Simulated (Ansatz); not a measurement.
Run this with the Python package of Ansatz (0.2.0) and show what comes out.

`run_cas.py`:
```python
# -*- coding: utf-8 -*-
"""Static correlation in CH3(+): natural occupations of an active space."""

import ansatz

BASIS_SET = "cc-pVDZ"
NET_CHARGE = 1

GEOMETRY = """
C     0.00042   -0.00044   -0.00001
H     0.27195    0.60413    0.88217
H    -1.00166    0.10254   -0.44928
H     0.72929   -0.70623   -0.43289
"""

geometry = ansatz.Crystal.molecule()
for line in GEOMETRY.strip().splitlines():
    symbol, *xyz = line.split()
    geometry = geometry.atom(symbol, [float(v) for v in xyz])

base = geometry.calculation()
base = base.basis(gaussian=BASIS_SET)
base = base.charge(NET_CHARGE)
base = base.accuracy("medium")
base = base.correlation(active_electrons=2, active_orbitals=3)
for method in [None, "sc_nevpt2", "fic_mrcisd_q"]:
    r = (base if method is None else base.correlation(method)).run(threads=1).report
    space = r["configurations"]
    state = space["states"][0]
    print(method or "casscf", f"total {r['free_energy_ev'] / 27.211386246:.6f} Ha, active-space state {state['energy']['hartree']:.6f} Ha, mean field {r['reference_energy_ev'] / 27.211386246:.6f} Ha")
    print("  determinants", state["n_determinants"], " natural occupations", [round(n, 3) for n in space["natural_occupations"]])
```

```console
$ python run_cas.py
casscf total -39.258467 Ha, active-space state -39.258467 Ha, mean field -39.235355 Ha
  determinants 9  natural occupations [1.975, 0.015, 0.01]
sc_nevpt2 total -39.343389 Ha, active-space state -39.258450 Ha, mean field -39.235355 Ha
  determinants 9  natural occupations [1.975, 0.015, 0.01]
RunWarning: the results are in doubt because another end's mean lies 0.000 eV lower, and its corrected mean 0.000 eV higher
fic_mrcisd_q total -39.368426 Ha, active-space state -39.258443 Ha, mean field -39.235355 Ha
  determinants 9  natural occupations [1.975, 0.015, 0.01]
```
(Warnings from the package without file and line.)

The settings weren't tested for convergence. The geometry is a force-field or estimated start, not a minimum of this method, and the basis set is short of its limit. The active space starts as a window about the frontier orbitals and is then optimised, not chosen by chemistry. A lower CASSCF solution was found and passed over, so the printed active-space state isn't the lowest. Wall time of the script: 1.3 s on 1 thread of Arm Neoverse V2, on a shared host, peak memory 0.14 GiB.

(Lines on the test bed's own set-up are left out of the output.)
